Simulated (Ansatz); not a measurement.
## GeH, doublet: reading a ladder of total energies

Geometry: that of the GeH, quartet, kept fixed.

```xyz
2

Ge    0.0000    0.0000    0.0000
H     0.0000    0.0000    1.5719
```

Basis cc-pVTZ; Ansatz 0.2.0. Only valence electrons are correlated (noble-gas cores and the filled d shells of p-block atoms frozen), which leaves 5 electrons in 43 orbitals. R marks a restricted (for open shells ROHF) determinant. No spin–orbit coupling is included, and no scalar relativity.

Full CI is exact within this basis and frozen core; it isn't the basis-set limit.

Runs differ by some tens of microhartree through their thresholds and, for an open shell, their frozen cores, so steps under 0.03 kcal/mol mean nothing.

| level | total energy (hartree) |
| --- | --- |
| RHF | -2075.929825 |
| RMP2 | -2076.009596 |
| RCCSD | -2076.029786 |
| RCCSD(T) | -2076.032390 |
| RCCSDT | -2076.032980 |
| RCCSDT(Q) | -2076.033042 |
| full CI | -2076.033040 |

**Question.** What is the correlation energy at full CI, and what share of it do RMP2 and RCCSD recover?

**Answer.** E(corr) = -2076.033040 − (-2075.929825) = -0.103215 hartree = -2.809 eV. RMP2: -0.079771 / -0.103215 = 77.29 %. RCCSD: -0.099961 / -0.103215 = 96.85 %.

**Question.** By how many kcal/mol does RCCSD(T) miss full CI (1 hartree = 627.509 kcal/mol), and which steps make up the rest?

**Answer.** -2076.032390 − (-2076.033040) = 0.000650 hartree = 0.41 kcal/mol. Steps: RCCSDT − RCCSD(T) = -0.37, RCCSDT(Q) − RCCSDT = -0.04, full CI − RCCSDT(Q) = 0.00 kcal/mol. That is within 1 kcal/mol of the reference in this basis, which itself misses far more of the correlation at the basis-set limit.
